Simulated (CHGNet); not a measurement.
**fcc Al**

Method: the machine-learned potential CHGNet-r²SCAN (trained on r²SCAN data).

Cell (relaxed at this level):

Al is modelled in the cubic space group Fm-3m (No. 225), the fcc (Cu type) structure, Pearson symbol cF4. Cell: a = b = c = 3.9857 Å, α = β = γ = 90.00°. Al on 4a is surrounded by 12 Al at 2.818 Å (cuboctahedral). (Neighbours: up to the widest gap in distance over summed covalent radii, below 1.35, at either atom.)
(The calculation used a cell of 1 atom; values per cell refer to that cell.)

| Item | Result |
|---|---|
| vacancy formation energy | 0.036 eV |

Measured, for comparison: vacancy formation energy 0.66 eV (not corrected to a static lattice, monovacancy; as tabulated in Garrity and Choudhary (2023), arXiv:2112.11585). Computed (rounded) less measured: vacancy formation energy -0.62 eV.

A machine-learned potential is trained on density-functional data: it inherits that level's misses and adds fitting errors of its own.
